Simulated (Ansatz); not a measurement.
**1T (CdI2-type) PdTe₂**

Level of theory: HSE06 (Ansatz, a first-principles code, plane waves, PAW).

Settings: plane-wave cutoff 460 eV, 9×9×6 k mesh (along the axes of the cell as run), Fermi–Dirac smearing 0.05 eV, scalar-relativistic PAW data made under PBE.

Cell (relaxed at this level):

PdTe₂ has the trigonal space group P-3m1 (No. 164), Pearson symbol hP3. Cell: a = 4.0624 Å, b = 4.0624 Å, c = 5.1328 Å, α = 90.00°, β = 90.00°, γ = 120.00°. Te on 2d is surrounded by 3 Pd at 2.701 Å (trigonal pyramidal). Pd on 1a sees 6 Te at 2.701 Å (octahedral). (Neighbours: up to the widest gap in distance over summed covalent radii, below 1.35, at either atom; cation-cation and far metal-metal contacts left out.)

```
Item      Value
--------  -----
band gap   none
```

Note: the cell comes from a level without a dispersion term, which matters for the spacing of layers, chains or molecules.

Spin–orbit coupling is not included; it can open a gap where bands touch, and shift volumes and moduli.

Static lattice: no zero-point or thermal effects.
